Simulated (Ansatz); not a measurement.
**Al2H (doublet): the correlation ladder at distance Al1–H3 = 2.271 Å, cc-pVDZ**

Aim: climb from Hartree-Fock through coupled cluster and multireference methods for Al2H (doublet) at one geometry and basis, and see what each rung misses.

Computed with Ansatz 0.2.0, Gaussian basis. Level: cc-pVDZ, core rule «outside noble gas», up to 10 orbitals frozen.

The runs, in order: UHF; CCSD(T) on ROHF; CCSD(T) on UHF; BCCD(T) on ROHF; CISD; CCSDT(Q) on ROHF; CCSDT(Q) on UHF; CASSCF and MRCISD+Q, 3 electrons in 3 orbitals; CASSCF and NEVPT2, 3 electrons in 3 orbitals; CASSCF and MRCISD+Q, 7 electrons in 9 orbitals; CASSCF and NEVPT2, 7 electrons in 9 orbitals.

15 further runs of the same task are left out: 13 that didn't finish, 2 set aside as unsound or not needed.

## 1. The system

The geometry derives from a PBE0/def2-TZVP stationary point (not a proven minimum). One bond is set to the value named and the two fragments are kept rigid.

3 atoms, charge 0, spin multiplicity 2.

Atoms are counted from 1 here; the program's logs count them from 0.

Bond lengths: Al1–Al2 2.677 Å.

## 2. UHF

Contents of in.yaml:

```yaml
crystal:
  periodic: [false, false, false]
  atoms:
    - {symbol: Al, position_ang: [0.000000, 0.000000, 0.135313]}
    - {symbol: Al, position_ang: [0.000000, 0.000000, -2.541625]}
    - {symbol: H, position_ang: [0.000000, 0.000000, 2.406313]}
basis:
  gaussian: {orbitals: cc-pVDZ}
magnetization: {spin_polarized: true, initial_magnetization: 1}
hamiltonian: {xc: hf}
output: {orbitals: {seedname: orbitals}}
```

Command:

```
$ ansatz run in.yaml --threads 1 --pin off --events-out ev --progress --plain --max-ram 2393MiB
```

Further steps of the session: CCSD(T) on ROHF; CCSD(T) on UHF; BCCD(T) on ROHF; CISD; CCSDT(Q) on ROHF; CCSDT(Q) on UHF; CASSCF and MRCISD+Q, 3 electrons in 3 orbitals; CASSCF and NEVPT2, 3 electrons in 3 orbitals; CASSCF and MRCISD+Q, 7 electrons in 9 orbitals; CASSCF and NEVPT2, 7 electrons in 9 orbitals.

Q: Predict the results of all the runs planned. Wanted: RCCSDT(Q) below the RHF energy; RMP2 from RCCSDT(Q); UMP2 from RCCSDT(Q); RCCSD from RCCSDT(Q); RCCSD(T) from RCCSDT(Q); UCCSD(T) from RCCSDT(Q); UCCSDT(Q) from RCCSDT(Q); NEVPT2 pair from RCCSDT(Q); MRCISD+Q pair from RCCSDT(Q).

**Answer**, as computed:

| quantity | value |
| --- | --- |
| RCCSDT(Q) below the RHF energy | -3.9807 eV |
| RMP2 from RCCSDT(Q) | +28.55 kcal/mol |
| UMP2 from RCCSDT(Q) | +31.19 kcal/mol |
| RCCSD from RCCSDT(Q) | +5.48 kcal/mol |
| RCCSD(T) from RCCSDT(Q) | +1.57 kcal/mol |
| UCCSD(T) from RCCSDT(Q) | +1.73 kcal/mol |
| UCCSDT(Q) from RCCSDT(Q) | 0.00 kcal/mol |
| NEVPT2 pair from RCCSDT(Q) | +24.29 kcal/mol |
| MRCISD+Q pair from RCCSDT(Q) | -0.62 kcal/mol |
| NEVPT2 valence from RCCSDT(Q) | +11.51 kcal/mol |
| levels within 1 kcal/mol (43 meV) | RCCSDT, UCCSDT, UCCSDT(Q), MRCISD+Q pair, MRCISD+Q valence |
| T1 diagnostic | 0.030 |
| effectively unpaired electrons | 1.20 |

In words: RCCSD(T) lands +1.57 kcal/mol from the yardstick (1.7 % of the correlation energy). One determinant dominates. Of the multireference levels listed MRCISD+Q valence comes nearest in total energy (+0.08 kcal/mol), which doesn't show that its space is the better one. Coupled cluster took another determinant than the lowest Hartree-Fock one. These misses are within one basis, not against nature; the frozen cores of restricted and unrestricted runs differ, which can shift their rows.
